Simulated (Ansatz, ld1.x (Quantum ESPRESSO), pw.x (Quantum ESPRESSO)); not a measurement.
**lead: one change to the TM potential, in the atom and in the fcc crystal**

lead, norm-conserving Troullier–Martins (Kleinman–Bylander form), made with ld1.x (Quantum ESPRESSO) 7.5 (PBE, scalar-relativistic). Core [Xe] 4f14, reference 5d10 6s2 6p2. Waves: 6p (bound): rc 1.90 bohr; 5d (bound): rc 1.95 bohr; 6s (bound): rc 2.10 bohr. Local part: the s channel. Core correction: none.

Change: wave 6s (bound): rc 2.10 bohr becomes 6s (bound): rc 2.96 bohr.

Cutoffs, loose and tight: the cutoffs (Ry, on a coarse ladder) from which the occupation-weighted sum of valence levels, in a spherical-Bessel basis at the reference potential, stays within 10 and 1 mRy of its value at 400 Ry. They do not see the model core or the augmentation charge, which bear on the density cutoff. Test errors are all-electron minus pseudo excitation energies from the reference, over the configurations 5d10 6s2 6p1; 5d10 6s2 6p0; 5d10 6s1 6p0; 5d9 6s2 6p3; 5d10 6s2 6p1.5; 5d9 6s2 6p2; 5d10 6s0 6p4; variants that change the core or the reference have their own tests.

Crystal test: fcc Pb in pw.x 7.5, no spin, 11³ k-points, Fermi–Dirac smearing 0.01 Ry, cutoffs set for each file from its atomic test. The reference is all-electron LAPW (Ansatz 0.2.0) with the same functional, mesh and smearing; V0 and B0 come from Birch–Murnaghan fits to the pressures at five volumes. Errors are pseudo minus all-electron; Δ is the rms difference of the E(V) curves that follow from these fits, minima aligned, over ±6 % about the mean V0. Mesh and smearing are coarse, so the numbers serve the comparison and aren't converged zero-temperature values; the lattice is a test structure that the element need not adopt.

All-electron: a0 = 5.039 Å (V0 = 31.98 Å³/atom), B0 = 38.9 GPa.

Task: Does the change bring the crystal closer to the all-electron result?

Result: The mean pressure error goes from +0.36 to -1.46 GPa, so the change moves the solid further from the all-electron pressures.

```json
{"quantity": "outcome (atom)", "base": "generated", "changed": "generated"}
{"quantity": "cutoff, loose (atom)", "base": "50 Ry", "changed": "50 Ry"}
{"quantity": "cutoff, tight (atom)", "base": "90 Ry", "changed": "90 Ry"}
{"quantity": "bound ghosts (atom)", "base": "none", "changed": "none"}
{"quantity": "largest test error (meV) (atom)", "base": "-108", "changed": "-105"}
{"quantity": "cutoffs in pw.x (Ry)", "base": "110/440", "changed": "110/440"}
{"quantity": "a0 (Å)", "base": "5.054", "changed": "4.973"}
{"quantity": "a0 error (%)", "base": "+0.30", "changed": "-1.31"}
{"quantity": "B0 error (%)", "base": "+0.4", "changed": "+3.6"}
{"quantity": "Δ (meV/atom)", "base": "2.5", "changed": "10.8"}
{"quantity": "mean pressure error (GPa)", "base": "+0.36", "changed": "-1.46"}
```

Changed file: This is a poor potential for the solid.
